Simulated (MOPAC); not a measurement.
MOPAC input (PM7):

```
PM7 PRECISE GNORM=0.05 LET XYZ GEO-OK AUX(PRECISION=9) THREADS=1
COS

O    -0.00000000 1   -0.00000000 1   -1.68048500 1
C    -0.00000000 1   -0.00000000 1   -0.52503293 1
S     0.00000000 1    0.00000000 1    1.03712985 1
```

Question: What heat of formation does the run end on?

Answer: -24.62 kcal/mol.
